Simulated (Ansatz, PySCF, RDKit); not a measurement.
Noncovalent pair: CH4O (SMILES CO) (first 6 atoms) with CH5N (SMILES CN); geometry from S66by8 set.
(charge 0, multiplicity 1):
```xyz
13

O     -1.4985     0.7153    -0.0029
H     -0.5259     0.7412    -0.0079
C     -1.8682    -0.6444    -0.0077
H     -2.9545    -0.6937    -0.0034
H     -1.5150    -1.1751    -0.8970
H     -1.5077    -1.1833     0.8738
N      1.4403     0.6314    -0.0127
H      1.8110     1.1392     0.7804
H      1.8111     1.0957    -0.8320
C      1.9181    -0.7547     0.0248
H      1.5262    -1.2887    -0.8374
H      3.0048    -0.8614     0.0278
H      1.5260    -1.2414     0.9144
```

Interaction energies are E(AB) − E(A) − E(B) at the monomers' geometry in the complex; basis-set methods are counterpoise corrected. Rows marked so take none.

Rows in 6-31G* carry no dispersion term and start afresh at each structure (6-31G* with six Cartesian d functions).

Run with Ansatz (a first-principles code) with Gaussian orbitals; PySCF for 6-31G* rows, the dispersion terms; RDKit for the force fields. Each number belongs to the level named beside it.

**Question.** One of these levels gives -6.09 kcal/mol for the interaction energy. Name it.
A) B3LYP/6-31G* (no counterpoise)
B) BLYP-D4/def2-TZVPPD
C) MMFF94

**Answer.** C, MMFF94. The others give -7.83 (BLYP-D4/def2-TZVPPD), -8.74 (B3LYP/6-31G* (no counterpoise))
